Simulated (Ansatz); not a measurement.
A calculation with Ansatz (development build ahead of 0.2.0).

```yaml
crystal:
  periodic: [false, false, false]
  atoms:
    - { symbol: O, position_ang: [0.1068, -0.04587, 0.06721] }
    - { symbol: H, position_ang: [1.02523, -0.15194, 0.08701] }
    - { symbol: O, position_ang: [2.93579, 0.03926, -0.02774] }
    - { symbol: H, position_ang: [3.18594, 0.92794, -0.30543] }
    - { symbol: H, position_ang: [3.4449, -0.52442, -0.65684] }
    - { symbol: O, position_ang: [-1.3359, 2.68358, 0.36331] }
    - { symbol: H, position_ang: [-1.12352, 1.75347, 0.58447] }
    - { symbol: H, position_ang: [-1.58895, 2.68044, -0.54047] }
basis:
  gaussian: { orbitals: def2-SVP }
magnetization:
  spin_polarized: true
  initial_magnetization: 1
hamiltonian:
  xc: hf
output:
  forces: true
```

The input is written out in the form of the current development build from the run's settings.

Output:

| Item | Value |
| --- | --- |
| Converged | yes |
| Total energy | -227.26054 hartree |
| Spin squared of the determinant | 0.754 |
| Stability test | minimum |

Forces (eV/Å):
| atom | Fx | Fy | Fz |
| --- | --- | --- | --- |
| O1 | -2.459 | 0.165 | -0.063 |
| H2 | 2.347 | -0.166 | 0.106 |
| O3 | 1.539 | -0.249 | -1.931 |
| H4 | -0.358 | -0.733 | 0.480 |
| H5 | -1.127 | 0.972 | 1.431 |
| O6 | 0.439 | -1.480 | 0.914 |
| H7 | -0.293 | 1.648 | -0.594 |
| H8 | -0.087 | -0.157 | -0.343 |
